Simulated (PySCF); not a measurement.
# Match the barriers

Saddle point of BH₂ClO, closed shell (BH₂ClO ([OH][BH][Cl]) → BClO + H₂; bonds formed: H2–H4; bonds broken: B1–H2, O3–H4), PBE0-D4/def2-TZVP structure:

```xyz
5
angstrom
B -0.1218 0.0762 -0.2659
H 0.5259 0.1450 0.9878
O -0.4342 -1.1404 -0.4703
H 0.2292 -0.7454 0.7040
Cl -0.1991 1.6648 -0.9556
```

Computed with PySCF 2.14 with density fitting (its default auxiliary sets; JK sets also for MP2 and CCSD(T)) (basis: def2-TZVPP, with def2-QZVPP for the basis limit); correlated methods freeze the cores. Extrapolation: Hartree–Fock as exp(−7.88 √X), correlation as X^−2.97. Four methods, as single points on the PBE0-D4 structures, gave these electronic barriers from the start structure: 52.20, 58.36, 63.82, 80.08 kcal/mol.

Q: The methods were, in alphabetical order, CCSD(T), HF, r2SCAN-D4, SPW92. Which gave which? (A judgement: the text doesn't fix the answer.)

A: The calculation gives: SPW92 52.20; r2SCAN-D4 58.36; CCSD(T) 63.82; HF 80.08 kcal/mol. For comparison, CCSD(T) at an estimated basis limit (MP2 extrapolated from triple and quadruple zeta, plus CCSD(T) − MP2 in triple zeta) gives 63.51 kcal/mol.

T1 diagnostic: at most 0.018.

Labels in which every atom is bracketed show which atoms are joined, not bond orders.

For scale, one of the runs: CCSD(T)/def2-TZVPP, 132 basis functions, launched by `OMP_NUM_THREADS=4 python run.py`. Hardware: 4 CPU threads of an Arm Neoverse V2, shared host. Wall time 46 s; peak host memory 0.72 GiB.
